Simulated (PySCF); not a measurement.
# P₃: relaxation and vibrations of the quartet

The task is one start of a wider search on P₃: the quartet, from a equilateral triangle start. It is relaxed, tested by its Hessian and followed downhill if it is a saddle.

The runs use PySCF 2.14.0; PBE0, basis P def2-TZVP, no relativity, density fitting.

## Step 1: The system as given

3 atoms, charge 0, spin multiplicity 4.

Bond lengths: P1–P2 2.220 Å, P1–P3 2.220 Å, P2–P3 2.220 Å. Angles: P2–P1–P3 60.0°, P1–P2–P3 60.0°, P1–P3–P2 60.0°.

Coordinates in bohr (charge 0 multiplicity 4):
```
P     1.2111   -2.0976    0.0000
P    -2.4221    0.0000    0.0000
P     1.2110    2.0976    0.0000
```

## Step 2: The SCF at the typed geometry

The steps below are one call of a driver around PySCF. For each, scf.py gives the equivalent set-up of the SCF; relaxations use the driver's own optimiser. After this first run the driver tries any further starts and a stability analysis.

File scf.py:

```python
from pyscf import gto, scf, dft
mol = gto.M(atom='''
P      0.640870    -1.110010     0.000000
P     -1.281720     0.000010     0.000000
P      0.640850     1.110010     0.000000''',
    basis={'P': 'def2-TZVP'},
    charge=0, spin=3)
mf = dft.UKS(mol, xc='PBE0')
mf.grids.atom_grid = (50, 194)
aux = {'P': 'def2-universal-JKFIT'}
mf = mf.density_fit(auxbasis=aux)
mf.conv_tol = 1e-08
mf.diis_space = 10
mf.max_cycle = 60
mf.init_guess = 'minao'
mf.verbose = 4
mf.kernel()
```

Started as:

```console
OMP_NUM_THREADS=4 python axn.py task.json out
```

The program printed:

```text
init E= -1023.77831896495
[... the frontier-level lines of each cycle are left out ...]
cycle= 1 E= -1023.59051790012  delta_E= 0.188  |g|= 0.149  |ddm|= 1.36
cycle= 2 E= -1023.59672604512  delta_E= -0.00621  |g|= 0.0845  |ddm|= 0.195
cycle= 3 E= -1023.59832018322  delta_E= -0.00159  |g|= 0.0499  |ddm|= 0.115
cycle= 4 E= -1023.60008537527  delta_E= -0.00177  |g|= 0.0141  |ddm|= 0.0619
cycle= 5 E= -1023.60024502602  delta_E= -0.00016  |g|= 0.00544  |ddm|= 0.0194
cycle= 6 E= -1023.60026611657  delta_E= -2.11e-05  |g|= 0.000949  |ddm|= 0.00607
cycle= 7 E= -1023.60026738717  delta_E= -1.27e-06  |g|= 0.000239  |ddm|= 0.00186
cycle= 8 E= -1023.60026748537  delta_E= -9.82e-08  |g|= 0.000174  |ddm|= 0.000622
cycle= 9 E= -1023.60026750168  delta_E= -1.63e-08  |g|= 0.000135  |ddm|= 0.000308
cycle= 10 E= -1023.6002675172  delta_E= -1.55e-08  |g|= 1.8e-05  |ddm|= 0.000167
cycle= 11 E= -1023.60026751762  delta_E= -4.19e-10  |g|= 4.8e-06  |ddm|= 3.91e-05
Extra cycle  E= -1023.60026751763  delta_E= -1.75e-11  |g|= 4.4e-06  |ddm|= 1.12e-05
converged SCF energy = -1023.60026751763  <S^2> = 3.768512  2S+1 = 4.0092453
```

This step, with its further starts and checks, took 15 s on 4 threads of Arm Neoverse V1, shared host.

The starts that the driver tried:

| start | energy (Eh) |
| --- | --- |
| the minimal-basis guess | -1023.600268 |
| a thermally smeared density | -1023.600268 |
| a smeared PBE density | -1023.600268 |

No lower solution of this spin turned up from the other starts or in the test of internal stability.

## Step 3: Relaxing the quartet from the equilateral triangle start

The program finds D3h symmetry in the start, which this walk keeps. Threshold on the gradient: 0.0003 Eh/bohr, with a further test on the energy change.

Edit scf.py of step 2 so:

```diff
@@ -3,3 +3,3 @@
-P      0.640870    -1.110010     0.000000
-P     -1.281720     0.000010     0.000000
-P      0.640850     1.110010     0.000000''',
+P      0.640864    -1.110005     0.000000
+P     -1.281725    -0.000002     0.000000
+P      0.640860     1.110007     0.000000''',
@@ -15 +14,0 @@
-mf.init_guess = 'minao'
```

Energy and gradient, step by step:

| step | energy (Eh) | change (kJ/mol) | largest symmetric gradient (Eh/bohr) |
| --- | --- | --- | --- |
| 0 | -1023.600272 | 0.00 | 0.02460 |
| 1 | -1023.602924 | -6.96 | 0.00696 |
| 2 | -1023.603118 | -7.47 | 0.00110 |
| 3 | -1023.603122 | -7.48 | 0.00004 |

The walk took 6.4 s.

Geometry (Å) and forces (eV/Å) at some steps, with the part that breaks the symmetry left in:

```
step 0
P    0.641  -1.110   0.000  -1.862   0.669   0.000
P   -1.282   0.000   0.000   2.249  -0.852   0.000
P    0.641   1.110   0.000  -0.388   0.183   0.000
step 1
P    0.626  -1.085   0.000  -1.433  -0.132   0.000
P   -1.253   0.000   0.000   1.368  -0.866   0.000
P    0.626   1.085   0.000   0.065   0.997   0.000
step 2
P    0.621  -1.075   0.000  -1.235  -0.497   0.000
P   -1.241   0.000   0.000   0.963  -0.871   0.000
P    0.621   1.075   0.000   0.272   1.368   0.000
step 3
P    0.621  -1.076   0.000  -1.263  -0.447   0.000
P   -1.243   0.000   0.000   1.021  -0.869   0.000
P    0.621   1.076   0.000   0.242   1.315   0.000
```

It settles in D3h symmetry, 7.5 kJ/mol below the start, after 3 steps: P–P 2.153 Å (×3); P–P–P 60.0° (×3). A gradient of 0.0256 Eh/bohr that breaks the symmetry is left: this electronic state wants a lower symmetry.

## Step 4: Releasing the symmetry

The geometry is nudged along the force that breaks the symmetry.

The program finds Cs symmetry in the start, which may break. The walk stops when the largest gradient is under 0.0003 Eh/bohr and the energy has settled too.

Edit scf.py of step 3 so:

```diff
@@ -3,3 +3,3 @@
-P      0.640864    -1.110005     0.000000
-P     -1.281725    -0.000002     0.000000
-P      0.640860     1.110007     0.000000''',
+P      0.565123    -1.099430     0.000000
+P     -1.199048    -0.038426    -0.000001
+P      0.633925     1.137856     0.000000''',
```

Energy and gradient, step by step:

| step | energy (Eh) | change (kJ/mol) | largest gradient (Eh/bohr) |
| --- | --- | --- | --- |
| 0 | -1023.607484 | 0.00 | 0.00665 |
| 1 | -1023.607815 | -0.87 | 0.00584 |
| 2 | -1023.607782 | -0.78 | 0.01288 |
| 3 | -1023.608576 | -2.87 | 0.00891 |
| 4 | -1023.608742 | -3.30 | 0.00781 |
| 5 | -1023.608793 | -3.44 | 0.00536 |
| 6 | -1023.608822 | -3.51 | 0.00417 |
| 7 | -1023.608886 | -3.68 | 0.00122 |
| 8 | -1023.608891 | -3.70 | 0.00066 |
| 9 | -1023.608894 | -3.70 | 0.00003 |

The walk took 21 s.

End point (C2v, 9 steps, 3.7 kJ/mol gained): P–P 2.097 Å (×2), P–P 2.309 Å; P–P–P 56.6° (×2), P–P–P 66.8°.

## Step 5: Frequencies

The point is checked on the finer grid, and tightened if its gradient asks for it. The Hessian and the dipole derivatives come from central differences of analytic gradients, with steps of 0.02 bohr.

Edit scf.py of step 4 so:

```diff
@@ -3,3 +3,3 @@
-P      0.565123    -1.099430     0.000000
-P     -1.199048    -0.038426    -0.000001
-P      0.633925     1.137856     0.000000''',
+P      0.580865    -1.155938     0.000000
+P     -1.166988     0.002657    -0.000001
+P      0.586122     1.153282     0.000000''',
@@ -9 +9 @@
-mf.grids.atom_grid = (50, 194)
+mf.grids.atom_grid = (75, 302)
@@ -12 +12 @@
-mf.conv_tol = 1e-08
+mf.conv_tol = 1e-10
```

The driver hands on the density of the step before, so the log starts near convergence.

Log of the central SCF (cycles and frontier levels):

```text
init E= -1023.6089291783
[... the frontier-level lines of each cycle are left out ...]
cycle= 1 E= -1023.60892917822  delta_E= 8.5e-11  |g|= 1.35e-05  |ddm|= 2.03e-05
cycle= 2 E= -1023.60892917781  delta_E= 4.07e-10  |g|= 2.74e-05  |ddm|= 3.89e-05
cycle= 3 E= -1023.60892917835  delta_E= -5.42e-10  |g|= 8.29e-07  |ddm|= 2.65e-05
cycle= 4 E= -1023.60892917835  delta_E= 1.14e-12  |g|= 6.47e-07  |ddm|= 2.87e-06
Extra cycle  E= -1023.60892917836  delta_E= -2.96e-12  |g|= 6.34e-07  |ddm|= 1.71e-06
converged SCF energy = -1023.60892917836  <S^2> = 3.770657  2S+1 = 4.0103152
```

The whole step took 35 s.

Geometry: C2v; P–P 2.097 Å (×2), P–P 2.309 Å; P–P–P 56.6° (×2), P–P–P 66.8°.

Modes, for the most abundant isotopes:

```tsv
symmetry	ω (cm⁻¹)	IR (km/mol)	μ (u)
a1	335	0.7	30.97
b2	387	4.9	30.97
a1	594	4.6	30.97
```

All wavenumbers are real: a minimum.

Properties at this point:

| Quantity | Value |
| --- | --- |
| Dipole moment | 0.23 D |
| Highest occupied level | -5.55 eV |
| Lowest empty level | -5.41 eV |
| Rotational constants | 0.2664, 0.2041, 0.1156 cm⁻¹ |
| Zero-point energy | 7.9 kJ/mol |
| Principal polarisabilities | 41.7, 75.5, 80.4 bohr³ |
| Atomisation energy without zero-point energy | 535 kJ/mol |
| Principal traceless quadrupole moments about the centre of mass | -3.76, 1.69, 2.07 D Å |
| Entropy at 298.15 K and 1 bar (electronic part: spin only) | 287.3 J/(mol K) |
| Heat capacity Cp at 298.15 K | 50.6 J/(mol K) |
| Enthalpy at 298.15 K above 0 K | 12.18 kJ/mol |
| Rotational symmetry number | 2 |
| Spin squared ⟨S²⟩ | 3.771 |

Populations by atom (charges in e):

```tsv
atom	Mulliken	Löwdin	polar tensor	spin (Mulliken)	Mayer order to P1
P1	0.02	0.03	0.07	1.06	–
P2	-0.04	-0.05	-0.14	0.88	1.38
P3	0.02	0.03	0.07	1.06	0.97
```

Outer orbital energies (eV). α occupied: -15.65, -14.78, -9.85, -9.70, -8.63, -8.58, -6.22, -5.55; empty: -1.69, -0.40, 0.04, 3.11. β occupied: -129.68, -129.51, -20.33, -14.31, -13.20, -8.85, -8.14, -8.12; empty: -5.41, -2.73, -2.08, -0.67.

Mulliken populations on P1: s 5.87, p 8.93, d 0.17, f 0.01.

## Step 6: Summary of results

| quantity | value |
| --- | --- |
| minimum | quartet, C2v |
| geometry | P–P 2.097 Å (×2), P–P 2.309 Å; P–P–P 56.6° (×2), P–P–P 66.8° |
| wavenumbers (cm⁻¹) | 335 (a1), 387 (b2), 594 (a1) |
| dipole moment | 0.23 D |
| highest occupied, lowest empty level (either spin) | -5.55, -5.41 eV |
| polar-tensor charge of P1 | +0.07 e |
| zero-point energy | 7.9 kJ/mol |
| entropy at 298.15 K | 287.3 J/(mol K) |
| atomisation energy (no zero-point energy) | 535 kJ/mol |
| ⟨S²⟩ | 3.771 |

What this shows: From D3h at the start the molecule goes to a C2v minimum. The strongest infrared band lies at 387 cm⁻¹ (b2). Other starts or spin states, not run here, may lie lower.

The search up to here took 78 s on 4 threads of Arm Neoverse V1, shared host.
